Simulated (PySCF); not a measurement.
PySCF input (HF/pcseg-2):

```python
import numpy as np, basis_set_exchange as bse
from pyscf import gto, scf, dft, df

basis = {'C': gto.basis.parse(bse.get_basis('pcseg-2', elements=['C'], fmt='nwchem')), 'H': gto.basis.parse(bse.get_basis('pcseg-2', elements=['H'], fmt='nwchem'))}
mol = gto.M(
    atom='''
    C    -0.00000000    0.00000000   -0.00000000
    H     0.62054657    0.62688914    0.63896175
    H    -0.64285838   -0.62489528    0.61852983
    H     0.63693263   -0.63278043   -0.61664082
    H    -0.61462083    0.63078657   -0.64085076
    ''',
    basis=basis,
    charge=0,
    verbose=4,
    max_memory=8640,
)
mf = scf.RHF(mol)
mf = mf.density_fit(auxbasis=df.autoaux(mol))
mf.conv_tol = 1e-9
mf.max_cycle = 100
print('smallest overlap eigenvalue', np.linalg.eigvalsh(mol.intor('int1e_ovlp'))[0])
mf.kernel()
dip = mf.dip_moment()
```

Output:

```
PySCF version 2.14.0

[INPUT] verbose = 4
[INPUT] num. atoms = 5
[INPUT] num. electrons = 10
[INPUT] charge = 0
[INPUT] spin (= nelec alpha-beta = 2S) = 0
[INPUT] symmetry False subgroup None
[INPUT] Mole.unit = angstrom
[INPUT] Symbol           X                Y                Z      unit          X                Y                Z       unit  Magmom
[INPUT]  1 C      0.000000000000   0.000000000000   0.000000000000 AA    0.000000000000   0.000000000000   0.000000000000 Bohr   0.0
[INPUT]  2 H      0.620546570000   0.626889140000   0.638961750000 AA    1.172663064838   1.184648785064   1.207462711573 Bohr   0.0
[INPUT]  3 H     -0.642858380000  -0.624895280000   0.618529830000 AA   -1.214826275082  -1.180880935733   1.168851978574 Bohr   0.0
[INPUT]  4 H      0.636932630000  -0.632780430000  -0.616640820000 AA    1.203628230499  -1.195781709685  -1.165282267027 Bohr   0.0
[INPUT]  5 H     -0.614620830000   0.630786570000  -0.640850760000 AA   -1.161465039153   1.192013860354  -1.211032423119 Bohr   0.0

nuclear repulsion = 13.4453507450257
number of shells = 34
number of NR pGTOs = 114
number of NR cGTOs = 86
basis = {'C': [[0, [7319.99, 0.000695369], [1098.18, 0.00537138], [250.014, 0.0274734], [70.7586, 0.105078], [22.8595, 0.291262], [8.03936, 0.5], [2.89309, 0.362224]], [0, [5.2164, -0.0957844], [0.556124, 0.5]], [0, [0.228813, 1.0]], [0, [0.0936338, 1.0]], [1, [33.9855, 0.00818395], [7.72957, 0.0586921], [2.24954, 0.222514], [0.767681, 0.5]], [1, [0.263283, 1.0]], [1, [0.0848744, 1.0]], [2, [1.4, 1.0]], [2, [0.45, 1.0]], [3, [0.95, 1.0]]], 'H': [[0, [75.4732, 0.00427821], [11.3575, 0.0328672], [2.60081, 0.159578], [0.735503, 0.5]], [0, [0.231761, 1.0]], [0, [0.0741675, 1.0]], [1, [1.6, 1.0]], [1, [0.45, 1.0]], [2, [1.25, 1.0]]]}
ecp = {}
ETB for C: l = 0, exps = 0.1697488 * 1.8^n , n = 0..14
ETB for C: l = 1, exps = 0.1697488 * 1.8^n , n = 0..11
ETB for C: l = 2, exps = 0.1697488 * 1.8^n , n = 0..10
ETB for C: l = 3, exps = 0.5348744 * 2.2^n , n = 0..4
ETB for C: l = 4, exps = 0.9 * 2.2^n , n = 0..2
ETB for H: l = 0, exps = 0.148335 * 1.8^n , n = 0..11
ETB for H: l = 1, exps = 0.5241675 * 2^n , n = 0..3
ETB for H: l = 2, exps = 0.9 * 2.2^n , n = 0..2
ETB for H: l = 3, exps = 1.7 * 2.2^n , n = 0..1
smallest overlap eigenvalue 0.001782914926500798

******** <class 'pyscf.df.df_jk.DFRHF'> ********
method = DFRHF
initial guess = minao
damping factor = 0
level_shift factor = 0
DIIS = <class 'pyscf.scf.diis.CDIIS'>
diis_start_cycle = 1
diis_space = 8
diis_damp = 0
SCF conv_tol = 1e-09
SCF conv_tol_grad = None
SCF max_cycles = 100
direct_scf = False
Set gradient conv threshold to 3.16228e-05
Initial guess from minao.
******** <class 'pyscf.df.df.DF'> ********
auxbasis = {'C': [[0, [np.float64(636.2411937101718), 1]], [0, [np.float64(353.4673298389843), 1]], [0, [np.float64(196.37073879943574), 1]], [0, [np.float64(109.0948548885754), 1]], [0, [np.float64(60.608252715875224), 1]], [0, [np.float64(33.671251508819566), 1]], [0, [np.float64(18.706250838233093), 1]], [0, [np.float64(10.392361576796162), 1]], [0, [np.float64(5.773534209331201), 1]], [0, [np.float64(3.2075190051840003), 1]], [0, [np.float64(1.7819550028800002), 1]], [0, [np.float64(0.9899750016000002), 1]], [0, [np.float64(0.549986112), 1]], [0, [np.float64(0.30554784), 1]], [0, [np.float64(0.1697488), 1]], [1, [np.float64(109.0948548885754), 1]], [1, [np.float64(60.608252715875224), 1]], [1, [np.float64(33.671251508819566), 1]], [1, [np.float64(18.706250838233093), 1]], [1, [np.float64(10.392361576796162), 1]], [1, [np.float64(5.773534209331201), 1]], [1, [np.float64(3.2075190051840003), 1]], [1, [np.float64(1.7819550028800002), 1]], [1, [np.float64(0.9899750016000002), 1]], [1, [np.float64(0.549986112), 1]], [1, [np.float64(0.30554784), 1]], [1, [np.float64(0.1697488), 1]], [2, [np.float64(60.608252715875224), 1]], [2, [np.float64(33.671251508819566), 1]], [2, [np.float64(18.706250838233093), 1]], [2, [np.float64(10.392361576796162), 1]], [2, [np.float64(5.773534209331201), 1]], [2, [np.float64(3.2075190051840003), 1]], [2, [np.float64(1.7819550028800002), 1]], [2, [np.float64(0.9899750016000002), 1]], [2, [np.float64(0.549986112), 1]], [2, [np.float64(0.30554784), 1]], [2, [np.float64(0.1697488), 1]], [3, [np.float64(12.529753744640002), 1]], [3, [np.float64(5.695342611200002), 1]], [3, [np.float64(2.588792096), 1]], [3, [np.float64(1.17672368), 1]], [3, [np.float64(0.5348744), 1]], [4, [np.float64(4.356000000000001), 1]], [4, [np.float64(1.9800000000000002), 1]], [4, [np.float64(0.9), 1]]], 'H': [[0, [np.float64(95.3325460910288), 1]], [0, [np.float64(52.962525606127116), 1]], [0, [np.float64(29.423625336737285), 1]], [0, [np.float64(16.346458520409602), 1]], [0, [np.float64(9.081365844672002), 1]], [0, [np.float64(5.04520324704), 1]], [0, [np.float64(2.8028906928), 1]], [0, [np.float64(1.557161496), 1]], [0, [np.float64(0.8650897200000001), 1]], [0, [np.float64(0.4806054), 1]], [0, [np.float64(0.267003), 1]], [0, [np.float64(0.148335), 1]], [1, [np.float64(4.19334), 1]], [1, [np.float64(2.09667), 1]], [1, [np.float64(1.048335), 1]], [1, [np.float64(0.5241675), 1]], [2, [np.float64(4.356000000000001), 1]], [2, [np.float64(1.9800000000000002), 1]], [2, [np.float64(0.9), 1]], [3, [np.float64(3.74), 1]], [3, [np.float64(1.7), 1]]]}
init E= -40.0286740329548
  HOMO = -0.473498392201184  LUMO = 0.0704484072528828  gap/eV = 14.80155
cycle= 1 E= -40.2046941958764  delta_E= -0.176  |g|= 0.152  |ddm|=  1.2
  HOMO = -0.549728955103504  LUMO = 0.0976331847472913  gap/eV = 17.61562
cycle= 2 E= -40.2119738684146  delta_E= -0.00728  |g|= 0.0362  |ddm|= 0.118
  HOMO = -0.543324975613373  LUMO = 0.100269570555431  gap/eV = 17.51310
cycle= 3 E= -40.2125238592612  delta_E= -0.00055  |g|= 0.00532  |ddm|= 0.0431
  HOMO = -0.545446058208174  LUMO = 0.100165893766303  gap/eV = 17.56800
cycle= 4 E= -40.2125345952515  delta_E= -1.07e-05  |g|= 0.00162  |ddm|= 0.00633
  HOMO = -0.544974652169987  LUMO = 0.100263359477196  gap/eV = 17.55782
cycle= 5 E= -40.2125358576873  delta_E= -1.26e-06  |g|= 0.000227  |ddm|= 0.00297
  HOMO = -0.544997905998441  LUMO = 0.100261091001434  gap/eV = 17.55839
cycle= 6 E= -40.2125358930268  delta_E= -3.53e-08  |g|= 2.59e-05  |ddm|= 0.000804
  HOMO = -0.545000009770352  LUMO = 0.100259039607121  gap/eV = 17.55839
cycle= 7 E= -40.2125358933846  delta_E= -3.58e-10  |g|= 9.92e-07  |ddm|= 8.56e-05
  HOMO = -0.545000054493979  LUMO = 0.100259017440107  gap/eV = 17.55839
Extra cycle  E= -40.2125358933852  delta_E= -6.11e-13  |g|= 2.28e-07  |ddm|= 2.48e-06
converged SCF energy = -40.2125358933852
Dipole moment(X, Y, Z, Debye):  0.00000, -0.00000, -0.00000
```
